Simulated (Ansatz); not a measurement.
in.yaml

```yaml
crystal:
  periodic: [false, false, false]
  atoms:
    - {symbol: H, position_ang: [-2.673921, 0.000000, -0.000001]}
    - {symbol: H, position_ang: [-1.980921, 0.000000, -0.000001]}
    - {symbol: Si, position_ang: [0.107079, 0.000000, 0.000000]}
    - {symbol: H, position_ang: [0.557053, -1.416253, 0.000000]}
    - {symbol: H, position_ang: [0.557054, 0.708126, -1.226511]}
    - {symbol: H, position_ang: [0.557052, 0.708127, 1.226511]}
basis:
  gaussian: {orbitals: 6-31G}
magnetization: {spin_polarized: true, initial_magnetization: 1}
hamiltonian: {xc: {name: PBE}}
correlation: {method: ccsd, electrons: all}
```

```sh
$ ansatz run in.yaml --threads 1 --pin off --events-out ev --progress --plain --max-ram 2393MiB
```

Log:

```
300 factors; integrals over basis functions are off by at most 9.9e-4 eV
mean field evaluation 1: about -7949.9948 eV, gradient 7.2e0 eV
mean field evaluation 2: about -7949.9830 eV, gradient 7.2e0 eV
mean field evaluation 4: about -7950.4465 eV, gradient 2.8e-1 eV
mean field evaluation 8: about -7950.4471 eV, gradient 4.5e-3 eV
mean field -7950.44706772 eV, -292.1735407321 hartree, gradient 9.0e-6 eV, S^2 0.752333; 0 other end points of the search recorded, 0 dependent functions left out
reference -7936.47363164 eV, -291.6600264277 hartree; 10, 9 occupied and 13, 14 virtual orbitals, 300 factors
second order -2.01732224 eV of doubles, -0.22303852 eV of singles
cycle   1  -2.69205832 eV  change   -4.6e-1 eV  update   5.2e-2
cycle   2  -2.89483948 eV  change   -2.0e-1 eV  update   2.0e-2
cycle   3  -2.90590906 eV  change   -1.1e-2 eV  update   5.4e-3
cycle   4  -2.90809386 eV  change   -2.2e-3 eV  update   2.0e-3
cycle   5  -2.90801838 eV  change    7.5e-5 eV  update   7.7e-4
cycle   6  -2.90806856 eV  change   -5.0e-5 eV  update   2.3e-4
cycle   7  -2.90813961 eV  change   -7.1e-5 eV  update   7.0e-5
cycle   8  -2.90813932 eV  change    3.0e-7 eV  update   2.0e-5
Total energy: -7939.38177096 eV, -291.7668985764 hartree
```

Ran on 1 thread of Intel Xeon Platinum 8259CL, shared host: 1.4 s wall, 0.16 GiB peak host memory.
